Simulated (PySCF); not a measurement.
## PySCF run on O2

Input:

```python
from pyscf import gto, dft

mol = gto.M(
    atom='O 0 0 0; O 0 0 1.2',
    basis='ano-rcc-vdzp',
    charge=0,
    spin=2,
    verbose=4,
)
mf = dft.UKS(mol, xc='b3lyp')
mf = mf.sfx2c1e()
mf.kernel()
mf.dip_moment()
print('orbital energies (hartree):', [e[max(0, n-3):n+3].round(4) for e, n in zip(mf.mo_energy, mol.nelec)])
```

```bash
$ OMP_NUM_THREADS=1 python input.py
```

It prints (some set-up lines and the per-cycle HOMO/LUMO lines with their warnings removed):

```
PySCF version 2.14.0

[INPUT] Symbol           X                Y                Z      unit          X                Y                Z       unit  Magmom
[INPUT]  1 O      0.000000000000   0.000000000000   0.000000000000 AA    0.000000000000   0.000000000000   0.000000000000 Bohr   0.0
[INPUT]  2 O      0.000000000000   0.000000000000   1.200000000000 AA    0.000000000000   0.000000000000   2.267671349478 Bohr   0.0

nuclear repulsion = 28.2227845824
number of shells = 6
number of NR pGTOs = 122
number of NR cGTOs = 28
basis = ano-rcc-vdzp
ecp = {}

******** <class 'pyscf.x2c.sfx2c1e.sfX2C1eUKS'> ********
method = sfX2C1eUKS
initial guess = minao
damping factor = 0
level_shift factor = 0
DIIS = <class 'pyscf.scf.diis.CDIIS'>
SCF conv_tol = 1e-09
SCF max_cycles = 50
number electrons alpha = 9  beta = 7
XC functionals = b3lyp

grids dens level: 3

******** <class 'pyscf.x2c.sfx2c1e.SpinFreeX2CHelper'> ********
approx = 1e
xuncontract = 1
tot grids = 28168
init E= -150.700116603097

cycle= 1 E= -150.480129102234  delta_E= 0.22  |g|= 0.151  |ddm|= 1.84
cycle= 2 E= -150.489351747648  delta_E= -0.00922  |g|= 0.0566  |ddm|= 0.151
cycle= 3 E= -150.490516626287  delta_E= -0.00116  |g|= 0.00896  |ddm|= 0.0458
cycle= 4 E= -150.490565534282  delta_E= -4.89e-05  |g|= 0.00427  |ddm|= 0.017
cycle= 5 E= -150.490574707439  delta_E= -9.17e-06  |g|= 0.000306  |ddm|= 0.00402
cycle= 6 E= -150.490574774935  delta_E= -6.75e-08  |g|= 6.43e-06  |ddm|= 0.000543
cycle= 7 E= -150.490574774959  delta_E= -2.47e-11  |g|= 2.6e-07  |ddm|= 8.18e-06
Extra cycle  E= -150.490574774959  delta_E= -8.53e-14  |g|= 1.34e-07  |ddm|= 4e-07
converged SCF energy = -150.490574774959  <S^2> = 2.0094867  2S+1 = 3.0063178
Dipole moment(X, Y, Z, Debye):  0.00000, -0.00000, -0.00000
orbital energies (hartree): [array([-0.5584, -0.3122, -0.3122,  0.1379,  0.317 ,  0.317 ]), array([-0.518 , -0.4694, -0.4694, -0.1181, -0.1181,  0.1619])]
```

In short: E(SCF) = -150.490575 Eh, 7 cycles, ⟨S²⟩ = 2.009, μz(SCF) = 0.00 D.

Run time: 1.6 s on 1 thread of Arm Neoverse V2 (shared host), peak memory 0.15 GiB.

The bond length is a typed value, not an optimised one. No search for the lowest solution was made.
